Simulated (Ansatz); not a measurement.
Elements on the sites of an ideal fcc lattice, at a guessed lattice constant:

```
Cu Sb
1.0
    -4.76220   -4.76220    0.00000
     0.00000    4.76220    4.76220
    -4.76220    4.76220   -4.76220
Cu Sb
2 10
Direct
  0.66667 0.83333 0.33333
  0.16667 0.83333 0.33333
  0.50000 0.00000 0.00000
  0.00000 0.00000 0.00000
  0.83333 0.16667 0.66667
  0.33333 0.16667 0.66667
  0.66667 0.33333 0.33333
  0.16667 0.33333 0.33333
  0.50000 0.50000 0.00000
  0.00000 0.50000 0.00000
  0.83333 0.66667 0.66667
  0.33333 0.66667 0.66667
```

Cell and atoms were relaxed without symmetry on coarser meshes and computed once more. Theory: DFT PBE, scalar-relativistic, plane waves, PAW (Ansatz 0.2.0).

Settings: cutoff 420 eV, Γ-centred mesh 6×5×5 on the computed 12-atom cell, Gaussian smearing of 0.10 eV; no spin polarisation.

The relaxation ran on 2×2×2 (shifted) and then 4×3×3 k points with a smearing of 0.1 eV, from sites shaken by 0.02 Å.

Problem. What does the relaxation give?

Solution. A volume of 28.45 Å³/atom and no gap on the mesh. It lies 0.11 eV/atom above the elements' standard states (static lattices, no corrections for gases). The atoms leave their sites by 1.20 Å (root mean square) and 1.69 Å at most, and the cell stretches by up to 24.5 % at fixed volume, so the lattice hasn't survived.

```
Cu Sb
1.0
    -4.50667   -4.43161    0.14733
    -0.77033    5.16668    5.98574
    -4.19075    4.24877   -4.22883
Cu Sb
2 10
Cartesian
  -4.9064 1.2204 3.0234
  -2.3392 3.7467 2.9854
  -2.3479 -1.1718 -0.5032
  -5.2196 1.9287 5.5379
  -7.5832 -0.1878 -2.0340
  -5.3364 2.0246 -2.0999
  -4.1262 0.9758 0.5242
  -2.0276 3.0455 0.4700
  -7.1394 3.8957 -0.4828
  -4.9616 6.0229 -0.5472
  -6.4801 3.1898 2.3261
  -4.2899 5.3274 2.2629
```

The final mesh leaves forces up to 0.06 eV/Å and stresses up to 0.6 GPa: the relaxation ran on a coarser mesh, so the cell's shape, its bonds and its energy belong partly to that mesh.

Spin-orbit coupling is left out, which matters for the bands of heavy elements.

Cost: 2 runs of about 33 core-minutes in all (earlier runs that led there not counted), on Intel Xeon Processor @ 2.50GHz (Skylake/Cascade Lake) (shared hosts).